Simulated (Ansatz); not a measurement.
A nudged elastic band was laid between two geometries of BH3 + ClH (6 atoms, charge 0, multiplicity 1).

All numbers below come from RKS PBE0/def2-SVPD in Ansatz 0.2.0.

| Item | Value |
| --- | --- |
| movable images | 7 |
| climbing image | yes |
| spring | 5.0 eV/Å² |
| optimiser | quadratic models (default) |
| start path | through a guess of the saddle point |
| force threshold | 0.05 eV/Å |
| iteration limit | 60 |
| end points | relaxed |

Initial state:

```xyz
6
Properties=species:S:1:pos:R:3
B 0.000 0.145 0.002
H -0.011 0.653 1.100
H 1.040 0.105 -0.607
H -1.042 0.037 -0.596
Cl 0.077 -2.060 0.762
H 0.065 -1.804 2.027
```

Final state:

```xyz
6
Properties=species:S:1:pos:R:3
B 0.021 -0.585 -0.486
H 0.020 0.390 2.247
H 1.055 0.025 -0.508
H -1.063 -0.070 -0.495
Cl 0.099 -2.328 -0.467
H -0.004 -0.355 2.400
```

Question: What changes between the two ends?

Answer: Bonds broken: B1–H2, Cl5–H6. Bonds formed: B1–Cl5, H2–H6. BH3 + ClH becomes BClH2 + H2.

Question: Give the energies along the band, and the barrier.

Answer: It converged. The highest image is number 3 of 0 to 8, 5.4 kcal/mol above the first end and 19.7 kcal/mol above the last; the last end lies 14.3 kcal/mol below the first. A vibrational analysis at the climbing image gives one clearly imaginary mode, 527i cm⁻¹: a first-order saddle point. The orbitals stay closed-shell, which can raise the energy where a bond breaks towards radicals; this wasn't checked here.

| image | path coordinate (Å) | energy (kcal/mol) | B1–H2 (Å) | Cl5–H6 (Å) | B1–Cl5 (Å) |
| --- | --- | --- | --- | --- | --- |
| 0 | 0.00 | 0.0 | 1.21 | 1.29 | 2.33 |
| 1 | 0.42 | 1.4 | 1.21 | 1.29 | 2.40 |
| 2 | 0.85 | 3.3 | 1.22 | 1.31 | 2.44 |
| 3 | 1.27 | 5.4 | 1.26 | 1.43 | 2.18 |
| 4 | 1.73 | -4.0 | 1.40 | 1.84 | 1.93 |
| 5 | 2.19 | -11.2 | 1.64 | 2.33 | 1.81 |
| 6 | 2.64 | -12.9 | 2.08 | 2.71 | 1.76 |
| 7 | 3.10 | -14.0 | 2.50 | 3.09 | 1.75 |
| 8 | 3.56 | -14.3 | 2.90 | 3.48 | 1.75 |

Question: What is the geometry of the highest image?

Answer: 
```xyz
6
Properties=species:S:1:pos:R:3
B 0.008 -0.104 0.113
H -0.001 0.281 1.310
H 1.066 0.063 -0.422
H -1.063 -0.007 -0.416
Cl 0.079 -2.204 0.707
H 0.039 -0.952 1.397
```

Question: What are the harmonic wavenumbers there?

Answer: 527i, 503, 691, 711, 971, 1080, 1127, 1279, 1762, 2349, 2631, 2754 cm⁻¹.

The band took 10 iterations and roughly 2 core-minutes.

Time of the run: 64 s on 2 threads of Arm Neoverse V2, with other jobs on the host, peak memory 0.13 GiB.
